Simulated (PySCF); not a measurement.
Dissociation curve of SMILES FB(F)F. The B1–F4 bond (B1 also carries F, F; F4 carries nothing else) is stretched with both fragments frozen at the PBE0/def2-TZVP optimised geometry.

- NEVPT2 = PySCF with SC-NEVPT2 on CASSCF(2,2)/cc-pVDZ, all electrons correlated
- UHF/cc-pVDZ (PySCF)
- RCCSD = CCSD on RHF/cc-pVDZ, 4 core orbitals frozen in PySCF 2.14.0
- UKS-B3LYP/6-31G* = PySCF with unrestricted B3LYP/6-31G*, spherical d
- UCCSD(T) = CCSD(T) on UHF/cc-pVDZ, 4 core orbitals frozen (PySCF)

Energies are in mEh, each relative to the lowest point of its own curve near equilibrium.

| R / Å | NEVPT2 | UHF | RCCSD | UKS-B3LYP/6-31G* | UCCSD(T) |
|---|---|---|---|---|---|
| 0.98 | 226.9 | 207.8 | 222.9 | 218.0 | 224.5 |
| 1.05 | 123.0 | 107.5 | 119.0 | 114.6 | 120.2 |
| 1.11 | 67.1 | 54.7 | 63.2 | 59.7 | 64.2 |
| 1.17 | 31.9 | 23.1 | 28.9 | 26.4 | 29.6 |
| 1.23 | 11.2 | 6.4 | 9.7 | 8.2 | 10.1 |
| 1.28 | 2.7 | 0.7 | 2.0 | 1.4 | 2.2 |
| 1.31 | 0.5 | 0.0 | 0.1 | 0.0 | 0.3 |
| 1.34 | 0.0 | 0.9 | 0.0 | 0.3 | 0.0 |
| 1.39 | 2.2 | 5.5 | 2.8 | 3.7 | 2.6 |
| 1.43 | 6.1 | 11.2 | 7.2 | 8.5 | 6.8 |
| 1.51 | 18.1 | 26.6 | 20.2 | 21.9 | 19.4 |
| 1.64 | 45.1 | 58.3 | 48.3 | 49.9 | 46.9 |
| 1.78 | 78.7 | 95.9 | 82.3 | 82.8 | 80.1 |
| 1.96 | 122.1 | 143.6 | 125.3 | 123.7 | 122.0 |
| 2.14 | 161.5 | 176.3 | 164.0 | 160.6 | 161.0 |
| 2.34 | 197.8 | 192.2 | 200.2 | 195.7 | 196.4 |
| 2.61 | 231.7 | 200.8 | 237.4 | 227.5 | 232.1 |
| 2.91 | 252.0 | 204.4 | 265.3 | 247.4 | 251.5 |
| 3.18 | 260.5 | 205.7 | 280.8 | 258.2 | 257.3 |
| 3.56 | 265.1 | 206.5 | 292.3 | 266.9 | 259.9 |
| 3.92 | 266.5 | 206.7 | 297.1 | 271.2 | 260.7 |
| 4.56 | 267.2 | 206.9 | 300.0 | — | 261.0 |

At the longest distance, 4.56 Å, RCCSD lies highest above its minimum (300.0 mEh) and UHF lowest (206.9 mEh).

A dash means that the run gave no value there, or that the column was ended at a point which the program doubted or which failed a test of continuity chosen for this set; such a test can also cut sound points.

The unrestricted determinant behind UHF, UCCSD(T) is spin-contaminated at 2.14 to 4.56 Å (<S²> up to 1.0, against 0.00 for a pure singlet). The T1 diagnostic of CCSD on the restricted reference of RCCSD exceeds 0.045 at 2.91 to 4.56 Å. The unrestricted determinant behind UKS-B3LYP/6-31G* is spin-contaminated at 2.34 to 4.56 Å (<S²> up to 1.0, against 0.00 for a pure singlet).
